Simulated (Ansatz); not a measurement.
# BNH2: energies up the ladder

One table from this session's results is given with a row withheld; the runs are named, their logs left out.

Program: Ansatz 0.2.0. Level of theory: the levels named in each step. These are calculated values, not measurements.

**Starting point**

Bond lengths: B1–N2 1.240 Å, B1–H3 1.140 Å, N2–H4 0.989 Å. Angles: B1–N2–H4 180.0°, N2–B1–H3 180.0°.

Coordinates:

```xyz
4

B     0.0000    0.0000   -0.5824
N     0.0000    0.0000    0.6576
H     0.0000    0.0000   -1.7222
H     0.0000    0.0000    1.6470
```

The first run:

File input.yaml:

```yaml
crystal:
  periodic: [false, false, false]
  atoms:
    - { symbol: B, position_ang: [0.0, 0.0, -0.5713908] }
    - { symbol: "N", position_ang: [0.0, 0.0, 0.66135318] }
    - { symbol: H, position_ang: [0.0, 0.0, -1.74231802] }
    - { symbol: H, position_ang: [0.0, 0.0, 1.65235563] }
basis:
  gaussian: { orbitals: def2-TZVPP }
hamiltonian:
  xc: pbe0
  dispersion: d4
phonons: {}
```

The run is started by

```bash
ansatz run input.yaml --threads 2 --pin off --max-ram 5120MiB --backend cpu --events-out ev --progress --plain --runs-dir out
```

Steps of the session up to this table: Frequencies, PBE0-D4/def2-TZVPP; Single point, PBE-D4/def2-TZVPP; Single point, r2SCAN-D4/def2-TZVPP; Single point, B3LYP-D4/def2-TZVPP; Single point, wB97M-V/def2-TZVPP; Single point, B2PLYP/def2-TZVPP; Single point, LDA/def2-TZVPP; Single point, PBE0-D4/def2-SVP; Single point, PBE-D4/def2-SVP; Single point, CCSD(T)/def2-TZVPP; Single point, CCSD(T)/def2-QZVPP; The cation of multiplicity 2 at the same geometry, PBE0-D4/def2-TZVPP; The cation of multiplicity 2 at the same geometry, PBE-D4/def2-TZVPP; The cation of multiplicity 2 at the same geometry, r2SCAN-D4/def2-TZVPP; The cation of multiplicity 2 at the same geometry, B3LYP-D4/def2-TZVPP; The cation of multiplicity 2 at the same geometry, wB97M-V/def2-TZVPP; The cation of multiplicity 2 at the same geometry, B2PLYP/def2-TZVPP; The cation of multiplicity 2 at the same geometry, CCSD(T)/def2-TZVPP; The cation of multiplicity 2 at the same geometry, CCSD(T)/def2-QZVPP.

One of the session's tables, all rows but one given; the rest of the session is left out.

It belongs to the step «Vertical ionisation energy». 

| level | vertical ionisation energy (eV) |
| --- | --- |
| PBE-D4/def2-TZVPP | 11.529 |
| r2SCAN-D4/def2-TZVPP | ? |
| B3LYP-D4/def2-TZVPP | 11.436 |
| wB97M-V/def2-TZVPP | 11.338 |
| B2PLYP/def2-TZVPP | 11.402 |
| CCSD(T)/def2-TZVPP | 11.424 |
| CCSD(T)/def2-QZVPP | 11.490 |
| CCSD(T)/CBS | 11.539 |

**Question.** Estimate the row for r2SCAN-D4/def2-TZVPP.

**Answer.** vertical ionisation energy (eV): 11.301. In the column «vertical ionisation energy (eV)» it is the lowest.
